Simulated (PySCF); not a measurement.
Level of theory: core-valence-separated Tamm–Dancoff BHandHLYP/aug-pcX-1 (pcseg-1 on H, def2-SVPD on S) in PySCF, non-relativistic, gas phase, PBE0-D3(BJ)/def2-SVP geometry. The energies are unshifted.

Main lines of an unknown, eV (oscillator strength): C K: 282.7 (0.138), 283.7 (0.088), 287.3 (0.028), 288.3 (0.019), 288.8 (0.054). Listed: the first five lines at most of each edge with a tenth or more of its strongest line's intensity; roots within 0.03 eV on the same or equivalent atoms are summed. Only the lowest roots were sought, and the top ones are left out.

Problem. Which candidate gives them?
A. `C#CC=S` (thiopropynal)
B. `S=c1cc1` (cyclopropenethione)

Solution. B. 

- `S=c1cc1`: C K: 282.7 (0.138), 283.7 (0.088), 287.3 (0.028), 288.3 (0.019), 288.8 (0.054). First C line listed at 282.7 eV, hole on the unsaturated ring CH carbon (1s→π*).
- `C#CC=S`: C K: 282.1 (0.043), 282.1 (0.076), 282.6 (0.011), 283.7 (0.066), 284.0 (0.052). First C line listed at 282.1 eV, hole on the terminal alkyne carbon (1s→π*).

One conformer each; other structures than these candidates weren't tested.
